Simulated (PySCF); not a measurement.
A small calculation by hand: entropy of an ideal gas

O3, SMILES O=[O+][O-] (connectivity only; charge and spin as stated), charge -1, multiplicity 2.

Geometry: PBE0-D3(BJ)/def2-TZVPD. The isomer is the one that the SMILES or the coordinates give; other isomers of the formula were not compared.

PBE0-D3(BJ)/def2-TZVPD in PySCF gives the harmonic wavenumbers 629, 959, 1122 cm⁻¹ and the rotational temperatures 4.5268, 0.6016, 0.5310 K. The molar mass is 48.00 g/mol, the symmetry number 2, the spin multiplicity 2.

### Question
Work out the entropy at 298.15 K and 1 atm in the rigid-rotor, harmonic-oscillator model.

### Answer

Translation (Sackur–Tetrode at 1 atm): S = R[1.5 ln M + 2.5 ln T − 1.16487] = 157.0 J/(mol K).
Rotation: q = (√π/σ) T^1.5/√(θA θB θC) = 3790, S = R[ln q + 3/2] = 81.0 J/(mol K).
Vibration: with u = 1.4388 ν/T, each mode gives R[u/(e^u − 1) − ln(1 − e^−u)]:
```tsv
ν (cm⁻¹)	modes	u	S (J/(mol K))
629	1	3.04	1.68
959	1	4.63	0.46
1122	1	5.41	0.24
```
These are all the modes. Sum 2.4 J/(mol K).
Spin: R ln 2 = 5.8 J/(mol K).
Total 246.2 J/(mol K); the program's own thermochemistry gives 246.2. Translation makes up 64 % and vibration 1 %. Anharmonicity, hindered rotation and orbital degeneracy are left out.
